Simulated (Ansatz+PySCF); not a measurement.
## singlet C6H4: levels of theory in one basis

```xyz
10

C     0.0000    0.6262   -1.2346
C     0.0000   -0.6262   -1.2346
C     0.0000    1.4625   -0.1339
C     0.0000   -1.4625   -0.1339
C     0.0000    0.7026    1.0546
C     0.0000   -0.7026    1.0546
H     0.0000    2.5544   -0.1303
H     0.0000   -2.5544   -0.1303
H     0.0000    1.2297    2.0135
H     0.0000   -1.2297    2.0135
```

Basis set: def2-SVP (spherical functions). Left uncorrelated: 6 orbitals. Charge 0, multiplicity 1.

Computed with Ansatz (development build ahead of 0.2.0); each method stands on the lowest determinant of its kind that the runs found. NEVPT2 correlates all electrons. Active spaces start from the frontier orbitals, and the lowest solution found is given.

```csv
method,E − E(RHF) (eV),<S²> of the determinant
RHF,0.00,0.00
UHF,-0.97,1.35
UHF-MP2,-19.47,1.35
"CASSCF(8,8)",-3.73,–
"CASSCF(2,2)",-1.33,–
"SC-NEVPT2(8,8)",-21.80,–
"SC-NEVPT2(2,2)",-21.78,–
```

Problem. What does RHF-MP2 give on the same scale?

Solution. -21.46 eV.

Problem. Is a single determinant a sound starting point here?

Solution. It is doubtful. Unrestricted orbitals lower Hartree–Fock by 0.97 eV and <S²> is 1.35 where a pure state has 0.00, a sign of strong static correlation. The CASSCF(8,8) natural occupations are 1.96, 1.91, 1.89, 1.84, 0.16, 0.11, 0.09, 0.04. The CASSCF(2,2) natural occupations are 1.81, 0.19.

Caution for RHF, RHF-MP2: an unrestricted determinant lies well below. Caution for UHF, UHF-MP2: the unrestricted determinant is a mixture of spin states; the determinant breaks the point group. Caution for UHF-MP2: another reference gives a lower total. Caution for CASSCF(8,8), CASSCF(2,2), SC-NEVPT2(2,2): other starts end on other solutions of this active space.
